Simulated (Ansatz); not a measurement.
Input file:

```yaml
crystal:
  periodic: [false, false, false]
  atoms:
    - {symbol: N, position_ang: [-1.134283, 0.013798, -0.027687]}
    - {symbol: H, position_ang: [-1.431562, 0.981632, -0.027687]}
    - {symbol: H, position_ang: [-1.431562, -0.388500, 0.852572]}
    - {symbol: H, position_ang: [0.097717, 0.013798, -0.027687]}
    - {symbol: N, position_ang: [1.225717, 0.013798, -0.027687]}
    - {symbol: H, position_ang: [1.494799, -0.990428, -0.027687]}
basis:
  gaussian: {orbitals: cc-pVDZ}
magnetization: {spin_polarized: false, initial_magnetization: 2}
correlation: {method: sc_nevpt2, electrons: outside_noble_gas, active_space: {window: {electrons: 4, orbitals: 4}}}
```

```sh
$ ansatz run in.yaml --threads 1 --pin off --events-out ev --progress --plain --max-ram 2393MiB
```

Log:

```
445 factors; integrals over basis functions are off by at most 1.4e-3 eV
mean field evaluation 1: about -3020.8904 eV, gradient 2.3e1 eV
mean field evaluation 2: about -3020.9294 eV, gradient 2.3e1 eV
mean field evaluation 4: about -3022.4258 eV, gradient 3.3e0 eV
mean field evaluation 8: about -3022.4939 eV, gradient 7.2e-1 eV
mean field evaluation 16: about -3022.5268 eV, gradient 3.0e-2 eV
mean field evaluation 32: about -3022.5142 eV, gradient 6.8e-1 eV
mean field -3022.52682100 eV, -111.0758119295 hartree, gradient 2.8e-6 eV, S^2 2.000000; 5 other end points of the search recorded, 0 dependent functions left out
reference -3022.52682100 eV, -111.0758119295 hartree; 10, 8 occupied and 38, 40 virtual orbitals, 445 factors
state -3023.32202845 eV, -111.1050352643 hartree
state -3023.32202845 eV, -111.1050352643 hartree; corrected -3031.50175916 eV, -111.4056348233 hartree
Total energy: -3031.50175916 eV, -111.4056348233 hartree
```

For the same geometry and basis UCCSDT(Q) lies 1182.6 meV lower.

Ran on 1 thread of Intel Xeon 6975P-C, shared host: 0.51 s wall, 0.11 GiB peak host memory.
